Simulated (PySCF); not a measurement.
Rotational lines of PN

Lines J+1 ← J of the vibrational ground state, computed from RHF-CCSD(T) constants of PN, ¹Σ⁺ (singlet), closed shell (PySCF, no relativity, basis sets P aug-pcseg-1, N aug-pcseg-1; masses 30.9738 and 14.0031 u), in MHz:

| J | ν (MHz) |
| --- | --- |
| 5 | 272894.3 |
| 6 | 318365.2 |
| 7 | 363830.8 |
| 8 | 409290.4 |
| 9 | 454743.2 |

Task: Find B0 and the effective bond length r0; with αe = 0.00550 cm⁻¹, find Re.

Result: ν = 2B0(J+1) − 4D(J+1)³ gives B0 = 0.75864 cm⁻¹. With the reduced mass μred = 9.6434 u, r0 = √(16.8576/(μred·B0)) (u, cm⁻¹, Å) = 1.5180 Å. Be = B0 + αe/2 = 0.76139 cm⁻¹ gives Re = 1.515 Å.

Correlated steps freeze 6 core orbitals. Correlated levels converge slowly with the basis: in double zeta they bind strong bonds too weakly, by up to about 1 eV, and carry superposition errors of some tenths. Where the molecule has an RHF reference, its open-shell atoms are computed with UHF.
